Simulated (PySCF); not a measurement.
H2P, SMILES [PH2], multiplicity 2. Atoms are numbered in the order given.

```xyz
3

P      0.0000     0.0000     0.1160
H      0.0000    -1.0212    -0.8702
H      0.0000     1.0212    -0.8702
```
Charge 0, spin multiplicity 2.

The structure is a stationary point at ωB97X-D3(BJ)/def2-TZVPD. The isomer is the one that the SMILES or the coordinates give; other isomers of the formula were not compared.

These are PySCF with ωB97X/def2-TZVPD values and carry that method's errors.

Mulliken values depend strongly on the basis, most of all with diffuse functions as here. ESP charges are fitted to the potential on shells at 1.4 to 2.0 van der Waals radii. Atomic charges (e):

```csv
atom,meta-Löwdin,Mulliken,ESP fit,Mulliken spin
P1,(withheld),-0.14,-0.13,1.04
H2,(withheld),0.07,0.07,-0.02
H3,(withheld),0.07,0.07,-0.02
```

Question: Some entries are withheld; supply them. (The exact figures need the calculation; the answer reports its results.)

Answer: 
- P1, meta-Löwdin: -0.02
- H2, meta-Löwdin: 0.01
- H3, meta-Löwdin: 0.01
